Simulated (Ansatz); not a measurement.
A calculation with Ansatz (development build ahead of 0.2.0).

```yaml
crystal:
  periodic: [false, false, false]
  atoms:
    - { symbol: C, position_ang: [0.0, 0.0, 0.0] }
    - { symbol: H, position_ang: [1.19239, 0.0, 0.0] }
    - { symbol: H, position_ang: [-0.5962, 1.03264, 0.0] }
    - { symbol: H, position_ang: [-0.5962, -1.03264, 0.0] }
basis:
  gaussian: { orbitals: cc-pVTZ }
total_charge: 1
hamiltonian:
  xc: hf
correlation:
  method: mp2
  frozen_orbitals: { C: 1, H: 0 }
```

The input is written out in the form of the current development build from the run's settings.

The run gave:

```
Converged                       : yes
Reference energy                : -39.22624 hartree
Correlation energy              : -0.13522 hartree
Total energy                    : -39.36147 hartree
Spin squared of the determinant : 0.000
```
